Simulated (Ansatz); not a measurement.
**BSiH₂ (doublet): B3LYP, wB97M-V over a scan of the distance B2–H4, 6-31G**

How well do these functionals follow the top wave-function level for BSiH₂ (doublet) over a scan of the distance B2–H4?

Program: Ansatz 0.2.0, Gaussian basis. Level of theory: 6-31G, all electrons in the functionals. These are calculated values, not measurements.

The runs, in order: B3LYP, wB97M-V, at 0.964 Å; 1.047 Å; 1.185 Å; 1.298 Å; 1.451 Å; 1.601 Å; 1.938 Å; 2.142 Å; 2.663 Å; 3.249 Å; 3.970 Å.

**1. The system**

The geometry derives from a PBE0/def2-TZVP stationary point (not a proven minimum). One bond is set to the value named and the two fragments are kept rigid.

4 atoms, charge 0, spin multiplicity 2.

Atoms are counted from 1 here; the program's logs count them from 0.

Bond lengths: Si1–B2 1.844 Å, B2–H3 1.322 Å, B2–H4 1.185 Å. Angles: Si1–B2–H3 66.1°, Si1–B2–H4 177.9°, H3–B2–H4 116.0°.

No dispersion term is added; wB97M-V holds VV10 nonlocal correlation. B3LYP takes the VWN-RPA correlation.

The geometry shown and the zero of energy belong to the point 1.185 Å. The yardstick, FCI, and other wave-function levels (R restricted, U unrestricted, valence and pair active spaces) come from earlier runs.

**2. B3LYP, 0.964 Å**

Input file in.yaml:

```yaml
crystal:
  periodic: [false, false, false]
  atoms:
    - {symbol: Si, position_ang: [0.000000, -0.005732, 0.589407]}
    - {symbol: B, position_ang: [0.000000, -0.078282, -1.253348]}
    - {symbol: H, position_ang: [0.000000, 1.150134, -0.765585]}
    - {symbol: H, position_ang: [0.000000, -0.150795, -2.214616]}
basis:
  gaussian: {orbitals: 6-31G}
magnetization: {spin_polarized: true, initial_magnetization: 1}
hamiltonian: {xc: {name: B3LYP}}
```

Run with:

```bash
ansatz run in.yaml --threads 1 --pin off --events-out ev --progress --plain --max-ram 3968MiB --backend cpu
```

Further steps of the session: B3LYP, 1.047 Å; B3LYP, 1.185 Å; B3LYP, 1.298 Å; B3LYP, 1.451 Å; B3LYP, 1.601 Å; B3LYP, 1.938 Å; B3LYP, 2.142 Å; B3LYP, 2.663 Å; B3LYP, 3.249 Å; B3LYP, 3.970 Å; wB97M-V, 0.964 Å; wB97M-V, 1.047 Å; wB97M-V, 1.185 Å; wB97M-V, 1.298 Å; wB97M-V, 1.451 Å; wB97M-V, 1.601 Å; wB97M-V, 1.938 Å; wB97M-V, 2.142 Å; wB97M-V, 2.663 Å; wB97M-V, 3.249 Å; wB97M-V, 3.970 Å.

Q: Predict the results of all the runs planned. Wanted: span of the FCI curve; largest miss, B3LYP; largest miss, wB97M-V.

As calculated:

| quantity | value |
| --- | --- |
| span of the FCI curve | 91.1 kcal/mol |
| largest miss, B3LYP | +15.2 kcal/mol (3.970 Å) |
| largest miss, wB97M-V | +19.4 kcal/mol (2.663 Å) |

What this shows: Of the functionals, B3LYP keep the smallest largest miss at the points compared (at most 15.2 kcal/mol) and wB97M-V strays most (19.4 kcal/mol, at 2.663 Å). B3LYP, wB97M-V clearly break the spin symmetry at some points (⟨S²⟩ up to 1.00 above the pure value), so energy there is bought with a mixed spin. Functionals and the yardstick converge differently with the basis, so part of each miss in 6-31G is the basis.
